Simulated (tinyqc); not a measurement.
CIS and TDHF on RHF in the sto-6g basis, for H2F+, spin multiplicity 1, step by step. One step of it, computed by the program tinyqc.

Question. TDHF (RPA) singlet states. B(ia,jb) = 2 (ia|jb) - (ib|ja); the squared energies are the eigenvalues of (A - B)(A + B); 1 hartree = 27.211386 eV.

CIS matrix A, singlet (hartree), lower triangle:
```
,1>6,1>7,2>6,2>7,3>6,3>7,4>6,4>7,5>6,5>7
1>6,26.353746
1>7,0.000000,26.418549
2>6,0.011321,0.000000,1.747129
2>7,0.000000,0.041727,0.000000,1.826755
3>6,0.000000,0.002252,0.000000,0.041800,0.871793
3>7,0.023163,0.000000,-0.052017,0.000000,0.000000,1.170502
4>6,-0.013753,0.000000,0.049240,0.000000,0.000000,-0.103875,0.737063
4>7,0.000000,-0.021005,0.000000,-0.032905,-0.033742,0.000000,0.000000,0.831034
5>6,0.000000,0.000000,0.000000,0.000000,0.000000,0.000000,0.000000,0.000000,0.617581
5>7,0.000000,0.000000,0.000000,0.000000,0.000000,0.000000,0.000000,0.000000,0.000000,0.724800
```

Two-electron integrals over orbitals (pq|rs), unique and non-zero (hartree):
```
p,q,r,s,(pq|rs)
1,1,1,1,5.380202
2,1,1,1,-0.511418
2,1,2,1,0.079070
2,2,1,1,1.217709
2,2,2,1,-0.019582
2,2,2,2,0.867840
3,1,3,1,0.017918
3,2,3,1,0.026126
3,2,3,2,0.163648
3,3,1,1,1.007174
3,3,2,1,-0.007517
3,3,2,2,0.775046
3,3,3,3,0.761571
4,1,1,1,0.149669
4,1,2,1,-0.019311
4,1,2,2,0.016856
4,1,3,3,0.005124
4,1,4,1,0.031094
4,2,1,1,-0.090241
4,2,2,1,0.009662
4,2,2,2,0.017733
4,2,3,3,-0.003762
4,2,4,1,0.029583
4,2,4,2,0.156964
4,3,3,1,-0.004453
4,3,3,2,0.002357
4,3,4,3,0.048053
4,4,1,1,1.188164
4,4,2,1,-0.015220
4,4,2,2,0.823644
4,4,3,3,0.734325
4,4,4,1,-0.012746
4,4,4,2,-0.093972
4,4,4,4,0.930302
5,1,5,1,0.030418
5,2,5,1,0.038743
5,2,5,2,0.179910
5,3,5,3,0.039458
5,4,5,1,-0.010615
5,4,5,2,-0.037316
5,4,5,4,0.057720
5,5,1,1,1.265969
5,5,2,1,-0.013306
5,5,2,2,0.881232
5,5,3,3,0.761244
5,5,4,1,0.003717
5,5,4,2,-0.047001
5,5,4,4,0.851350
5,5,5,5,0.998085
6,1,1,1,-0.255625
6,1,2,1,0.041887
6,1,2,2,-0.004764
6,1,3,3,-0.002486
6,1,4,1,0.002072
6,1,4,2,0.019232
6,1,4,4,-0.014984
6,1,5,5,-0.006093
6,1,6,1,0.027954
6,2,1,1,0.331716
6,2,2,1,-0.009224
6,2,2,2,0.158484
6,2,3,3,0.099654
6,2,4,1,0.018068
6,2,4,2,0.035444
6,2,4,4,0.117934
6,2,5,5,0.164255
6,2,6,1,0.002504
6,2,6,2,0.085332
6,3,3,1,0.004623
6,3,3,2,-0.026536
6,3,4,3,-0.015047
6,3,6,3,0.064570
6,4,1,1,0.228610
6,4,2,1,-0.001755
6,4,2,2,0.119811
6,4,3,3,0.072684
6,4,4,1,0.006815
6,4,4,2,-0.002359
6,4,4,4,0.130273
6,4,5,5,0.122668
6,4,6,1,0.002169
6,4,6,2,0.060155
6,4,6,4,0.059452
6,5,5,1,0.015610
6,5,5,2,0.057922
6,5,5,4,0.003378
6,5,6,5,0.029498
6,6,1,1,0.737329
6,6,2,1,-0.006312
6,6,2,2,0.600267
6,6,3,3,0.575856
6,6,4,1,0.018092
6,6,4,2,0.071071
6,6,4,4,0.550850
6,6,5,5,0.569198
6,6,6,1,0.004356
6,6,6,2,0.062030
6,6,6,4,0.030091
6,6,6,6,0.559024
7,1,3,1,-0.018505
7,1,3,2,-0.025518
7,1,4,3,0.004755
7,1,6,3,-0.004492
7,1,7,1,0.019141
7,2,3,1,-0.017051
7,2,3,2,-0.057272
7,2,4,3,0.026311
7,2,6,3,-0.030269
7,2,7,1,0.016855
7,2,7,2,0.053988
7,3,1,1,-0.422268
7,3,2,1,0.008634
7,3,2,2,-0.191755
7,3,3,3,-0.159092
7,3,4,1,0.001653
7,3,4,2,0.060108
7,3,4,4,-0.203111
7,3,5,5,-0.221061
7,3,6,1,0.005963
7,3,6,2,-0.077178
7,3,6,4,-0.071330
7,3,6,6,-0.022847
7,3,7,3,0.156368
7,4,3,1,0.008655
7,4,3,2,0.060680
7,4,4,3,-0.013966
7,4,6,3,-0.036264
7,4,7,1,-0.008785
7,4,7,2,-0.012070
7,4,7,4,0.048806
7,5,5,3,-0.025260
7,5,7,5,0.019955
7,6,3,1,-0.011237
7,6,3,2,-0.102339
7,6,4,3,-0.038785
7,6,6,3,0.077331
7,6,7,1,0.011101
7,6,7,2,-0.009140
7,6,7,4,-0.057391
7,6,7,6,0.155605
7,7,1,1,0.832933
7,7,2,1,-0.008017
7,7,2,2,0.635986
7,7,3,3,0.638775
7,7,4,1,0.003434
7,7,4,2,0.008765
7,7,4,4,0.613619
7,7,5,5,0.620926
7,7,6,1,-0.003282
7,7,6,2,0.053682
7,7,6,4,0.028078
7,7,6,6,0.554570
7,7,7,3,-0.072888
7,7,7,7,0.599085
```

Give: TDHF matrix B, singlet; squared energies w^2; TDHF energies from the positive w^2.

Answer.

TDHF matrix B, singlet (hartree), lower triangle:
```
,1>6,1>7,2>6,2>7,3>6,3>7,4>6,4>7,5>6,5>7
1>6,0.0280
1>7,0.0000,0.0191
2>6,0.0025,0.0000,0.0853
2>7,0.0000,0.0169,0.0000,0.0540
3>6,0.0000,-0.0149,0.0000,0.0166,0.0646
3>7,0.0164,0.0000,-0.1241,0.0000,0.0000,0.1564
4>6,0.0022,0.0000,0.0602,0.0000,0.0000,-0.1064,0.0595
4>7,0.0000,-0.0088,0.0000,-0.0121,-0.0012,0.0000,0.0000,0.0488
5>6,0.0000,0.0000,0.0000,0.0000,0.0000,0.0000,0.0000,0.0000,0.0295
5>7,0.0000,0.0000,0.0000,0.0000,0.0000,0.0000,0.0000,0.0000,0.0000,0.0200
```

squared energies w^2 (hartree^2): 0.3805  0.5024  0.5249  0.6565  0.7845  1.3585  3.0407  3.3440  694.5204  697.9429

TDHF energies from the positive w^2 (eV): 16.7861  19.2868  19.7153  22.0480  24.1012  31.7162  47.4504  49.7603  717.1222  718.8870
